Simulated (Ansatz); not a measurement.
Cost and result for the atomization energy of `OCC(O)CF` (13 atoms, 12 bonds).

Z-matrix (Å, degrees):
```
C
C 1 1.514
O 1 1.418 2 106.4
H 1 1.095 2 109.0 3 -120.1
H 1 1.098 2 110.0 3 120.5
C 2 1.506 1 112.3 3 178.9
O 2 1.405 1 110.6 3 56.8
H 2 1.104 1 108.1 3 -64.0
H 3 0.959 1 109.1 2 -161.8
F 6 1.382 2 111.6 1 -51.8
H 6 1.095 2 110.2 1 68.0
H 6 1.093 2 109.6 1 -171.3
H 7 0.964 2 106.2 1 -42.7
```

The species carries charge 0 and has multiplicity 1. The geometry is a stationary point of PBE0-D4/def2-TZVP. It is one conformer, not always the lowest. Program: Ansatz. All runs use 2 threads of an AMD EPYC 7R13 on a shared host and a share of an NVIDIA H100 80 GB. Times are those of one run each, without the atoms' runs, and a repeat can differ threefold. Electronic energies, without spin–orbit coupling; frozen cores. CCSD(T)/CBS adds CCSD(T) − MP2 in def2-TZVPP to the MP2 limit, and its time is that of the two runs behind it. T1 = 0.011. B3LYP takes the VWN-RPA correlation (the form of Gaussian; ORCA's B3LYP/G).

CCSD(T)/CBS is a level of theory with its own doubt, some kJ/mol a heavy atom from the limit and from the frozen cores, so smaller differences don't rank the functionals.

```csv
level,functions,wall time,atomization (kJ/mol),difference from CCSD(T)/CBS,per bond
PBE-D4/def2-TZVPP (with forces),284,4.1 s,5213.1,130.6,10.9
PBE0-D4/def2-TZVPP,284,4.2 s,5088.0,5.5,0.5
r2SCAN-D4/def2-TZVPP (with forces),284,4.3 s,5083.1,0.6,0.0
B3LYP-D4/def2-TZVPP (with forces),284,5.5 s,5059.7,-22.8,-1.9
MP2/def2-QZVPP,552,5.5 s,5139.5,57.0,4.7
B2PLYP/def2-TZVPP,284,5.5 s,5017.0,-65.5,-5.5
ωB97X-V/def2-TZVPP,284,8 s,5082.5,0.0,0.0
ωB97M-V/def2-TZVPP (with forces),284,9 s,5090.4,7.9,0.7
CCSD(T)/def2-TZVPP,284,13 s,4948.6,-133.9,-11.2
CCSD(T)/CBS(def2),–,18 s,5082.5,0.0,0.0
```

From PBE to PBE0 (25 % exact exchange), in def2-TZVPP and without D4, the atomization energy moves by −121.4 kJ/mol: exact exchange takes away binding that semilocal exchange gives to molecules. The D4 term adds +34.3 kJ/mol with B3LYP and +18.0 kJ/mol with PBE0; it sums over pairs of atoms, weighted by their polarisabilities, and B3LYP, whose exchange is more repulsive, gets the larger term. In def2-TZVPP, CCSD(T) changes the Hartree–Fock value by +1364.9 kJ/mol (the triples alone add +80.2 kJ/mol) and MP2 by +1477.0 kJ/mol; breaking electron pairs costs correlation energy, which Hartree–Fock lacks.
